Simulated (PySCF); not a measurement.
## Ionisation energy of He by level of theory

He 1s2 (1S) → He⁺ 1s1 (2S), as a difference of total energies. Calculation: PySCF 2.14, in x2c-TZVPPall with one added diffuse shell each of s, p type (4s3p1d, 18 functions); scalar relativity by spin-free X2C-1e. Correlated levels: valence: nothing frozen. The calculations carry no spin-orbit coupling.

```
           method  ionisation energy (eV)
              UHF                  23.450
              LDA                  24.301
              PBE                  24.468
             PBE0                  24.450
           r2SCAN                  24.620
            wB97X                  24.653
             BLYP                  24.811
            B3LYP                  24.939
             PW91                  24.581
    MP2 (valence)                  24.358
SCS-MP2 (valence)                  24.540
```

Task: How much does correlation contribute at MP2 (valence)?

Result: 24.358 − (23.450) = 0.908 eV, measured against UHF.

Errors of the correlated levels include the incompleteness of this basis.

For comparison: 24.587 eV (measured; NIST Atomic Spectra Database, ionization energies).
